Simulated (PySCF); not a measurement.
Reaction (SMILES): C#C (C2H2) + 3 [H][H] (H2) → 2 C (CH4)
B3LYP-D3(BJ)/def2-TZVP geometries, fixed; electronic energies without zero-point terms.

How fast the energy of full hydrogenation converges with the basis for several methods (PySCF): deviation from each method's own reference, in kcal/mol. References: B3LYP -107.81 kcal/mol, the value in def2-QZVPPD; HF -111.04 kcal/mol, the value in def2-QZVPPD; PBE -111.34 kcal/mol, the value in def2-QZVPPD. All functions are spherical. Density fitting with generated auxiliary sets. No added dispersion term, no relativity. 

```json
[
 {"basis": "6-31G**", "functions": "38", "B3LYP": "-7.09", "HF": "-7.02", "PBE": "…"},
 {"basis": "pcseg-1", "functions": "38", "B3LYP": "-3.52", "HF": "-4.09", "PBE": "…"},
 {"basis": "6-311G**", "functions": "48", "B3LYP": "-1.43", "HF": "-1.89", "PBE": "…"},
 {"basis": "6-311+G**", "functions": "56", "B3LYP": "-0.44", "HF": "-0.99", "PBE": "…"},
 {"basis": "6-311++G(2d,2p)", "functions": "74", "B3LYP": "-1.42", "HF": "-1.61", "PBE": "…"},
 {"basis": "cc-pVTZ", "functions": "88", "B3LYP": "-0.71", "HF": "-0.65", "PBE": "…"},
 {"basis": "aug-pcseg-2", "functions": "138", "B3LYP": "-0.43", "HF": "-0.41", "PBE": "…"},
 {"basis": "def2-QZVPPD", "functions": "195", "B3LYP": "0.00", "HF": "0.00", "PBE": "…"}
]
```

### Question
Fill in the missing entries.

### Answer

- 6-31G**, PBE: -6.72
- pcseg-1, PBE: -3.23
- 6-311G**, PBE: -1.50
- 6-311+G**, PBE: -0.65
- 6-311++G(2d,2p), PBE: -1.33
- cc-pVTZ, PBE: -0.62
- aug-pcseg-2, PBE: -0.30
- def2-QZVPPD, PBE: 0.00

Mean absolute deviation over 6-311G**, 6-311+G**, 6-311++G(2d,2p), cc-pVTZ, aug-pcseg-2: PBE 0.88, B3LYP 0.89, HF 1.11 kcal/mol.
